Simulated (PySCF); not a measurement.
# Fluoroborane Ion (BHF+): NMR shifts in gas and solvents

Aim: compute the NMR shifts of Fluoroborane Ion (BHF+) (`[BH+]F`), and see what a dielectric continuum does where one was used.

Programs: PySCF 2.14.0, with density-fitted response routines of our own. Each step states its level of theory. These are calculated values for one molecule, in the gas phase or a continuum, unless marked as measured. Atoms count from 0, in the outputs and in this text.

**1. The starting structure**

3 atoms, charge 1, multiplicity 1; geometry from: GFN2-xTB. The atoms were then displaced at random by about 0.01 Å, so the start is not that level's minimum.

Bonds of the start (Å): B0–F1 1.17, B0–H2 1.21.

**2. Relaxing the molecule at PBE0-D3(BJ)/def2-TZVP**

Job settings and geometry (Å):

```
{"job": {"xc": "PBE0", "basis": "def2-TZVP", "d3": "d3bj", "grid": 2, "shake": 0.01, "kind": "geom"}, "charge": 1, "multiplicity": 1}
B      0.016210    -0.026470     0.000040
F      1.187710     0.003150    -0.012820
H     -1.197910    -0.011610    -0.006400
```

On the command line:

```
$ OMP_NUM_THREADS=1 python probes_run.py task.json out
```

This one command runs all jobs of the session in turn.

Log:

```text
step   0  E = -124.87371997  max force = 0.084553
step   1  E = -124.87103582  max force = 0.021499
step   2  E = -124.87495914  max force = 0.012344
step   3  E = -124.87678957  max force = 0.001015
step   4  E = -124.87679721  max force = 0.000179
optimisation converged
```

It took 7 s on 1 thread of Arm Neoverse N1, shared host; peak memory 0.29 GiB.

Along the way: (the energy doesn't fall at every step)

| step | energy from step 0 (eV) | largest force component (eV/Å) |
| --- | --- | --- |
| 0 | 0.0000 | 4.3479 |
| 1 | 0.0730 | 1.1055 |
| 2 | -0.0337 | 0.6348 |
| 3 | -0.0835 | 0.0522 |
| 4 | -0.0837 | 0.0092 |

Close pairs (by a distance rule), those that changed most:

| bond | before (Å) | after (Å) | change (Å) |
| --- | --- | --- | --- |
| B0–F1 | 1.172 | 1.212 | +0.040 |
| B0–H2 | 1.214 | 1.180 | -0.034 |

The end geometry stands in the next job.

```csv
at the end point,value
point group (found at 0.08 Å tolerance),Cinfv
"rotational constants (GHz, main isotopes)","36.258, 36.258"
```

**3. Shielding tensors: PBE0/pcSseg-2**

Job settings and geometry (Å):

```
{"job": {"kind": "nmr", "xc": "PBE0", "basis": "pcSseg-2"}, "charge": 1, "multiplicity": 1}
B     -0.007372    -0.016095    -0.006011
F      1.122931     0.387613    -0.174535
H     -1.108370    -0.408838     0.158429
```

Level: GIAO PBE0/pcSseg-2 NMR shielding, non-relativistic, gas phase.

Log:

```text
coarse grid: 2792 points
cycle   1  E = -124.8323389268  dE =  4.935e-01  |g| = 4.160e-01  |ddm| = 1.092e+00
cycle   2  E = -124.7934742203  dE =  3.886e-02  |g| = 7.021e-01  |ddm| = 4.472e-01
cycle   3  E = -124.8714378007  dE = -7.796e-02  |g| = 6.377e-02  |ddm| = 2.309e-01
cycle   4  E = -124.8720142400  dE = -5.764e-04  |g| = 7.624e-03  |ddm| = 2.782e-02
cycle   5  E = -124.8720227247  dE = -8.485e-06  |g| = 6.167e-04  |ddm| = 3.884e-03
final grid: 28184 points
cycle   6  E = -124.8760492869  dE = -6.593e-05  |g| = 3.023e-03  |ddm| = 1.699e-02
cycle   7  E = -124.8760487412  dE =  5.456e-07  |g| = 3.636e-03  |ddm| = 2.026e-03
cycle   8  E = -124.8760505758  dE = -1.835e-06  |g| = 6.839e-04  |ddm| = 1.247e-03
cycle   9  E = -124.8760506423  dE = -6.653e-08  |g| = 7.163e-05  |ddm| = 2.176e-04
cycle  10  E = -124.8760506430  dE = -7.229e-10  |g| = 3.337e-06  |ddm| = 3.093e-05
converged SCF energy = -124.8760506430

GIAO shielding tensors (ppm)
atom      isotropic    diamagn.    paramagn.     s11        s22        s33       span
  0 B       81.940     199.676    -117.737     19.371     19.371    207.076    187.705
  1 F      187.470     458.402    -270.932     40.783     40.789    480.837    440.054
  2 H       25.199      23.780       1.418     22.440     22.440     30.716      8.275
```

Run time: 3.8 s. Hardware: 1 thread of Arm Neoverse N1, shared host; peak memory 0.33 GiB.

The references, computed at this level on geometries of the same kind, shield at (ppm): ¹H TMS 31.52, ¹⁹F CFCl3 174.3, ¹¹B BF3·OEt2 98.7. Their shielding less the atom's gives the shift. The references are single molecules in the gas phase, so shifts against H2O, NH3, PH3, H3PO4 or CFCl3 are not on the usual liquid scales and can be off by tens of ppm.

```csv
atoms,environment,σ (ppm),δ (ppm)
H2,hydrogen on a boron bonded to F,25.20,6.32
B0,"boron bonded to F, H",81.9,16.8
F1,fluorine bonded to B,187.5,-13.2
```

The run also stored atomic charges by several schemes (e):

```csv
atoms,Mulliken,IAO,Hirshfeld,ESP fit
B0,0.82,0.90,0.76,0.83
F1,0.00,-0.08,0.10,0.04
```

Mayer bond orders: B0–F1 1.60.

**4. Shielding tensors: KT3/pcSseg-2**

Job settings and geometry (Å):

```
{"job": {"kind": "nmr", "xc": "KT3", "basis": "pcSseg-2", "pop": false}, "charge": 1, "multiplicity": 1}
B     -0.007372    -0.016095    -0.006011
F      1.122931     0.387613    -0.174535
H     -1.108370    -0.408838     0.158429
```

With the program's defaults for keys left out, this is: GIAO KT3/pcSseg-2 NMR shielding, non-relativistic, gas phase.

Log:

```text
coarse grid: 2792 points
cycle   1  E = -126.5824140553  dE =  5.038e-01  |g| = 5.507e-01  |ddm| = 1.082e+00
cycle   2  E = -126.2899458008  dE =  2.925e-01  |g| = 1.446e+00  |ddm| = 6.784e-01
cycle   3  E = -126.6345418018  dE = -3.446e-01  |g| = 5.716e-02  |ddm| = 4.623e-01
cycle   4  E = -126.6352627228  dE = -7.209e-04  |g| = 1.984e-02  |ddm| = 4.771e-02
cycle   5  E = -126.6353393759  dE = -7.665e-05  |g| = 4.476e-03  |ddm| = 1.323e-02
cycle   6  E = -126.6353428061  dE = -3.430e-06  |g| = 3.200e-04  |ddm| = 1.602e-03
final grid: 28184 points
cycle   7  E = -126.6412811028  dE = -1.753e-04  |g| = 2.169e-02  |ddm| = 4.976e-02
cycle   8  E = -126.6410406941  dE =  2.404e-04  |g| = 4.438e-02  |ddm| = 1.914e-02
cycle   9  E = -126.6413467416  dE = -3.060e-04  |g| = 1.749e-03  |ddm| = 1.392e-02
cycle  10  E = -126.6413472799  dE = -5.383e-07  |g| = 8.115e-05  |ddm| = 7.542e-04
cycle  11  E = -126.6413472817  dE = -1.744e-09  |g| = 2.652e-05  |ddm| = 9.449e-05
cycle  12  E = -126.6413472818  dE = -1.730e-10  |g| = 2.671e-06  |ddm| = 2.167e-05
converged SCF energy = -126.6413472818

GIAO shielding tensors (ppm)
atom      isotropic    diamagn.    paramagn.     s11        s22        s33       span
  0 B       86.335     199.748    -113.413     25.707     25.707    207.591    181.884
  1 F      193.126     458.948    -265.823     48.577     48.579    482.221    433.644
  2 H       25.466      23.964       1.502     22.716     22.716     30.966      8.251
```

Run time: 2.7 s. Hardware: 1 thread of Arm Neoverse N1, shared host; peak memory 0.33 GiB.

Key values: δ B0 11.9, F1 -47.6, H2 6.16 ppm.

**5. NMR shieldings: wB97X-D/pcSseg-2**

Job settings and geometry (Å):

```
{"job": {"kind": "nmr", "xc": "wB97X-D", "basis": "pcSseg-2", "pop": false}, "charge": 1, "multiplicity": 1}
B     -0.007372    -0.016095    -0.006011
F      1.122931     0.387613    -0.174535
H     -1.108370    -0.408838     0.158429
```

With the program's defaults for keys left out, this is: GIAO wB97X-D/pcSseg-2 NMR shielding, non-relativistic, gas phase.

Log:

```text
coarse grid: 2792 points
cycle   1  E = -124.9141568846  dE =  4.977e-01  |g| = 4.873e-01  |ddm| = 1.047e+00
cycle   2  E = -124.9276569481  dE = -1.350e-02  |g| = 5.729e-01  |ddm| = 4.410e-01
cycle   3  E = -124.9750875853  dE = -4.743e-02  |g| = 7.095e-02  |ddm| = 1.898e-01
cycle   4  E = -124.9757006065  dE = -6.130e-04  |g| = 9.738e-03  |ddm| = 3.439e-02
cycle   5  E = -124.9757223606  dE = -2.175e-05  |g| = 1.417e-03  |ddm| = 9.046e-03
cycle   6  E = -124.9757228130  dE = -4.524e-07  |g| = 1.304e-04  |ddm| = 1.364e-03
final grid: 28184 points
cycle   7  E = -124.9784201817  dE = -7.424e-05  |g| = 1.173e-02  |ddm| = 2.660e-02
cycle   8  E = -124.9784111128  dE =  9.069e-06  |g| = 1.480e-02  |ddm| = 7.298e-03
cycle   9  E = -124.9784395474  dE = -2.843e-05  |g| = 3.095e-04  |ddm| = 3.927e-03
cycle  10  E = -124.9784395740  dE = -2.660e-08  |g| = 9.227e-05  |ddm| = 2.933e-04
cycle  11  E = -124.9784395762  dE = -2.234e-09  |g| = 1.010e-05  |ddm| = 8.520e-05
cycle  12  E = -124.9784395763  dE = -5.696e-11  |g| = 2.757e-06  |ddm| = 1.283e-05
converged SCF energy = -124.9784395763

GIAO shielding tensors (ppm)
atom      isotropic    diamagn.    paramagn.     s11        s22        s33       span
  0 B       83.527     199.827    -116.300     21.862     21.874    206.845    184.983
  1 F      197.502     457.941    -260.439     55.627     55.687    481.191    425.563
  2 H       25.341      23.903       1.437     22.602     22.602     30.818      8.216
```

Run time: 2.4 s. Hardware: 1 thread of Arm Neoverse N1, shared host; peak memory 0.33 GiB.

This run: δ B0 16.1, F1 -12.6, H2 6.29 ppm.

**6. Shielding tensors: B97-2/pcSseg-2**

Job settings and geometry (Å):

```
{"job": {"kind": "nmr", "xc": "B97-2", "basis": "pcSseg-2", "pop": false}, "charge": 1, "multiplicity": 1}
B     -0.007372    -0.016095    -0.006011
F      1.122931     0.387613    -0.174535
H     -1.108370    -0.408838     0.158429
```

Level: GIAO B97-2/pcSseg-2 NMR shielding, non-relativistic, gas phase.

Log:

```text
coarse grid: 2792 points
cycle   1  E = -124.9309571951  dE =  4.909e-01  |g| = 4.497e-01  |ddm| = 1.087e+00
cycle   2  E = -124.8701314035  dE =  6.083e-02  |g| = 8.080e-01  |ddm| = 4.766e-01
cycle   3  E = -124.9736884911  dE = -1.036e-01  |g| = 6.059e-02  |ddm| = 2.624e-01
cycle   4  E = -124.9742287270  dE = -5.402e-04  |g| = 8.485e-03  |ddm| = 2.856e-02
cycle   5  E = -124.9742397926  dE = -1.107e-05  |g| = 6.368e-04  |ddm| = 4.148e-03
cycle   6  E = -124.9742398634  dE = -7.077e-08  |g| = 1.885e-04  |ddm| = 3.750e-04
final grid: 28184 points
cycle   7  E = -124.9763184473  dE = -7.713e-05  |g| = 3.750e-03  |ddm| = 2.202e-02
cycle   8  E = -124.9763181845  dE =  2.628e-07  |g| = 3.622e-03  |ddm| = 2.179e-03
cycle   9  E = -124.9763197713  dE = -1.587e-06  |g| = 1.276e-03  |ddm| = 1.338e-03
cycle  10  E = -124.9763200194  dE = -2.481e-07  |g| = 4.177e-05  |ddm| = 4.495e-04
cycle  11  E = -124.9763200199  dE = -4.940e-10  |g| = 1.584e-05  |ddm| = 4.072e-05
converged SCF energy = -124.9763200199

GIAO shielding tensors (ppm)
atom      isotropic    diamagn.    paramagn.     s11        s22        s33       span
  0 B       84.306     199.660    -115.355     22.999     23.001    206.917    183.919
  1 F      196.889     459.192    -262.303     54.727     54.736    481.205    426.478
  2 H       25.374      23.959       1.415     22.632     22.632     30.858      8.226
```

Run time: 1.9 s. Hardware: 1 thread of Arm Neoverse N1, shared host; peak memory 0.33 GiB.

In short: δ B0 15.5, F1 -20.9, H2 6.26 ppm.

**7. Nuclear shieldings: WP04/pcSseg-2 in chloroform**

Job settings and geometry (Å):

```
{"job": {"kind": "nmr", "xc": "WP04", "basis": "pcSseg-2", "pop": false, "solvent": "chloroform"}, "charge": 1, "multiplicity": 1}
B     -0.007372    -0.016095    -0.006011
F      1.122931     0.387613    -0.174535
H     -1.108370    -0.408838     0.158429
```

With the program's defaults for keys left out, this is: GIAO WP04/pcSseg-2 NMR shielding, non-relativistic, IEF-PCM chloroform.

Log:

```text
coarse grid: 2792 points
cycle   1  E = -127.3863413233  dE =  4.718e-01  |g| = 6.888e-01  |ddm| = 1.088e+00
cycle   2  E = -127.1386580105  dE =  2.477e-01  |g| = 1.439e+00  |ddm| = 6.654e-01
cycle   3  E = -127.4608193415  dE = -3.222e-01  |g| = 6.120e-02  |ddm| = 4.444e-01
cycle   4  E = -127.4614302319  dE = -6.109e-04  |g| = 1.312e-02  |ddm| = 2.986e-02
cycle   5  E = -127.4614582395  dE = -2.801e-05  |g| = 2.385e-03  |ddm| = 7.750e-03
cycle   6  E = -127.4614591154  dE = -8.759e-07  |g| = 1.187e-04  |ddm| = 7.390e-04
final grid: 28184 points
cycle   7  E = -127.4656788732  dE = -1.187e-04  |g| = 6.142e-03  |ddm| = 2.151e-02
cycle   8  E = -127.4656702512  dE =  8.622e-06  |g| = 9.952e-03  |ddm| = 4.946e-03
cycle   9  E = -127.4656844633  dE = -1.421e-05  |g| = 6.313e-04  |ddm| = 3.009e-03
cycle  10  E = -127.4656845123  dE = -4.901e-08  |g| = 5.787e-05  |ddm| = 2.575e-04
cycle  11  E = -127.4656845128  dE = -4.513e-10  |g| = 3.275e-06  |ddm| = 3.136e-05
converged SCF energy = -127.4656845128

GIAO shielding tensors (ppm)
atom      isotropic    diamagn.    paramagn.     s11        s22        s33       span
  0 B       77.914     198.792    -120.878     13.540     13.542    206.659    193.119
  1 F      211.441     461.114    -249.673     75.135     75.143    484.045    408.911
  2 H       25.550      23.739       1.811     22.851     22.851     30.947      8.096
```

It took 2 s on 1 thread of Arm Neoverse N1, shared host; peak memory 0.33 GiB.

This run: δ B0 16.3, F1 -32.5, H2 6.32 ppm.

**8. Nuclear shieldings: wB97X-D/pcSseg-2 in chloroform**

Job settings and geometry (Å):

```
{"job": {"kind": "nmr", "xc": "wB97X-D", "basis": "pcSseg-2", "pop": false, "solvent": "chloroform"}, "charge": 1, "multiplicity": 1}
B     -0.007372    -0.016095    -0.006011
F      1.122931     0.387613    -0.174535
H     -1.108370    -0.408838     0.158429
```

Level: GIAO wB97X-D/pcSseg-2 NMR shielding, non-relativistic, IEF-PCM chloroform.

Log:

```text
coarse grid: 2792 points
cycle   1  E = -125.0077027583  dE =  4.042e-01  |g| = 4.718e-01  |ddm| = 1.047e+00
cycle   2  E = -125.0254745719  dE = -1.777e-02  |g| = 5.265e-01  |ddm| = 4.022e-01
cycle   3  E = -125.0646921115  dE = -3.922e-02  |g| = 6.770e-02  |ddm| = 1.712e-01
cycle   4  E = -125.0652583678  dE = -5.663e-04  |g| = 8.981e-03  |ddm| = 3.380e-02
cycle   5  E = -125.0652774023  dE = -1.903e-05  |g| = 1.296e-03  |ddm| = 8.722e-03
cycle   6  E = -125.0652777955  dE = -3.931e-07  |g| = 1.253e-04  |ddm| = 1.361e-03
final grid: 28184 points
cycle   7  E = -125.0679563551  dE = -7.445e-05  |g| = 1.167e-02  |ddm| = 2.670e-02
cycle   8  E = -125.0679488854  dE =  7.470e-06  |g| = 1.442e-02  |ddm| = 7.062e-03
cycle   9  E = -125.0679754874  dE = -2.660e-05  |g| = 3.238e-04  |ddm| = 3.745e-03
cycle  10  E = -125.0679755175  dE = -3.019e-08  |g| = 8.956e-05  |ddm| = 3.012e-04
cycle  11  E = -125.0679755199  dE = -2.324e-09  |g| = 1.031e-05  |ddm| = 8.372e-05
cycle  12  E = -125.0679755199  dE = -5.741e-11  |g| = 2.471e-06  |ddm| = 1.296e-05
converged SCF energy = -125.0679755199

GIAO shielding tensors (ppm)
atom      isotropic    diamagn.    paramagn.     s11        s22        s33       span
  0 B       83.544     199.458    -115.914     21.919     21.932    206.782    184.863
  1 F      204.126     458.933    -254.808     65.504     65.557    481.317    415.813
  2 H       25.143      23.671       1.472     22.377     22.377     30.675      8.298
```

It took 2.5 s on 1 thread of Arm Neoverse N1, shared host; peak memory 0.34 GiB.

In short: δ B0 16.4, F1 -17.0, H2 6.47 ppm.

**9. Comparing the runs: NMR shifts**

Shifts (ppm), with basis size and wall time:

| run | H2 | B0 | F1 | functions | time |
| --- | --- | --- | --- | --- | --- |
| PBE0/pcSseg-2 | 6.32 | 16.8 | -13.2 | 86 | 3.8 s |
| KT3/pcSseg-2 | 6.16 | 11.9 | -47.6 | 86 | 2.7 s |
| wB97X-D/pcSseg-2 | 6.29 | 16.1 | -12.6 | 86 | 2.4 s |
| B97-2/pcSseg-2 | 6.26 | 15.5 | -20.9 | 86 | 1.9 s |
| WP04/pcSseg-2 in chloroform | 6.32 | 16.3 | -32.5 | 86 | 2 s |
| wB97X-D/pcSseg-2 in chloroform | 6.47 | 16.4 | -17.0 | 86 | 2.5 s |

**10. What came out**

| quantity | value |
| --- | --- |
| point group | Cinfv |
| rotational constants (main isotopes) | 36.26, 36.26 GHz |
| ¹H shifts against TMS (PBE0/pcSseg-2) | 6.32 ppm |
| ¹¹B shifts against BF3·OEt2 (PBE0/pcSseg-2) | 16.8 ppm |
| ¹⁹F shifts against CFCl3 (PBE0/pcSseg-2) | -13.2 ppm |
| range of the shift of F1 (wB97X-D/pcSseg-2 runs) | -17.0 to -12.6 ppm |

Relaxing lowered the energy by 0.084 eV in 4 steps; the close pair that moved most is B0–F1, from 1.172 to 1.212 Å. At PBE0/pcSseg-2: The widest tensor belongs to F1: span 440 ppm, with a paramagnetic part of -271 ppm. At one level, wB97X-D/pcSseg-2: Across the 2 runs the shift of F1 moves most, between -17.0 (wB97X-D/pcSseg-2 in chloroform) and -12.6 ppm (wB97X-D/pcSseg-2).
